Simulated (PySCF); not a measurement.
# C2H6B: the cost of one run

Computed with PySCF 2.14.0, with density-fitted response routines of our own, on a single molecule, in the gas phase or a continuum. Atoms count from 0, in the outputs and in this text.

**1. The molecule as given**

9 atoms, charge -1, multiplicity 1; geometry from: GFN2-xTB. The atoms were then displaced at random by about 0.01 Å, so the start is not that level's minimum.

Bonds of the start (Å): B0–C1 1.64, C1–C2 1.34, B0–H3 1.20, B0–H4 1.24, B0–H5 1.21, C1–H6 1.10, C2–H7 1.07, C2–H8 1.09.

**2. Geometry optimisation at PBE0-D3(BJ)/def2-SVP**

The job: settings as JSON, then the geometry in Å.

```
{"job": {"xc": "PBE0", "basis": "def2-SVP", "d3": "d3bj", "grid": 1, "shake": 0.01, "kind": "geom"}, "charge": -1, "multiplicity": 1}
B      1.222760    -0.180410    -0.047050
C     -0.282780     0.408440     0.248770
C     -1.463580    -0.092540    -0.134080
H      1.206890    -1.176560    -0.722650
H      1.839870     0.701180    -0.660050
H      1.759770    -0.372350     1.018370
H     -0.321270     1.331850     0.845920
H     -1.485970    -0.991430    -0.720220
H     -2.417870     0.354650     0.137260
```

Started as:

```bash
> OMP_NUM_THREADS=1 python probes_run.py task.json out
```

This one command runs all jobs of the session in turn.

**Question.** How long does this first job take on 1 thread of Intel Xeon 6975P-C, shared host, and how much memory does it need?

About 5.8 s, with a peak of 0.32 GiB.
